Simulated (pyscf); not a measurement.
H₃Si–SiH₂–PH₂ + H atom (H•) → •H₂Si–SiH₂–PH₂ + hydrogen (H₂), a hydrogen abstraction (doublet surface; H–Si broken, H–H formed). Single points on ωB97X-D3(BJ)/def2-SVP structures (PySCF, gas phase). Energies in kcal/mol from the separated reactants.

Small-basis levels: PySCF, no dispersion term, spherical d functions. AM1 to PM7: differences of heats of formation from MOPAC, which are fitted to 298 K values and so differ in kind from electronic energies by zero-point and thermal terms. GFN2-xTB: tblite. Open shells are spin-unrestricted. 

```tsv
level	barrier	reaction energy
SVWN5/6-31G*	-5.2	-15.7
PBE/6-31G*	0.6	-16.4
B3LYP/STO-3G	-0.3	-16.2
B3LYP/LANL2DZ	0.5	-19.8
B3LYP/6-31G*	1.2	-17.9
B3LYP/6-311+G**	0.5	-18.3
PBE/def2-SVP	-0.5	-14.6
GFN2-xTB	3.0	+0.8
AM1	-4.1	-36.6
ωB97M-D3(BJ)/def2-TZVP	4.1	-14.5
```

Against the last row the barrier runs from -9.2 (SVWN5/6-31G*) to -1.0 kcal/mol (GFN2-xTB). At SVWN5/6-31G*, B3LYP/STO-3G, PBE/def2-SVP, AM1 this geometry lies under one side, so the entry may be no barrier of that level: it is a single point on another level's saddle. ωB97M-D3(BJ)/def2-TZVP has limits of its own. H₃Si–SiH₂–PH₂ lies 5.7 kcal/mol over its isomer H₃Si–PH–SiH₃ (electronic energy, ωB97M-D3(BJ)/def2-TZVP). •H₂Si–SiH₂–PH₂ lies 13.8 kcal/mol over its isomer H₃Si–P•–SiH₃ (electronic energy, ωB97M-D3(BJ)/def2-TZVP). One saddle was located; it need not be the lowest between these sides. The angle at the transferred H is 179°.
